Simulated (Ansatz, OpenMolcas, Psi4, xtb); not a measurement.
How methods differ on CH2AlN (SMILES N#[C][AlH2])

CH2AlN has 5 atoms, charge 0, and is taken as a singlet. As SMILES, `N#[C][AlH2]`. The shape is that of a PBE0-D4/def2-TZVP optimisation.

Quantity: the vertical ionisation energy (to the doublet cation), in eV. The values are calculated.

```csv
level,kind,program,value (eV),less CCSD(T)/aug-cc-pVDZ
GFN2-xTB,semi-empirical,xtb,14.90,+2.98
HF/aug-cc-pVDZ,Hartree–Fock,OpenMolcas,11.41,-0.51
revPBE/aug-cc-pVDZ,GGA,OpenMolcas,11.10,-0.82
r2SCAN/aug-cc-pVDZ,meta-GGA,OpenMolcas,11.28,-0.64
BHLYP/aug-cc-pVDZ,global hybrid,OpenMolcas,11.72,-0.20
wB97M-V/aug-cc-pVDZ,range-separated hybrid,Psi4,11.84,-0.08
B2PLYP/aug-cc-pVDZ (density fitting for correlation),double hybrid,Psi4,11.74,-0.18
MP3/aug-cc-pVDZ,perturbation theory,Psi4,12.25,+0.33
"CCSD(T)/aug-cc-pVDZ, open shells restricted",coupled cluster or CI,OpenMolcas,11.92,0.00
FCI/STO-3G,exact in the basis,Ansatz,8.88,-3.04
```

Differences are taken from CCSD(T)/aug-cc-pVDZ, open shells restricted for orientation; it has basis-set and higher-order errors of its own. The values span 8.88 to 14.90 eV. The xTB values lack the empirical shift that such differences need. Spin contamination of the reference (⟨S²⟩ at least 0.1 too high) touches HF/aug-cc-pVDZ, MP3/aug-cc-pVDZ. High-level rows in very small sets aren't better than simpler rows in larger ones.
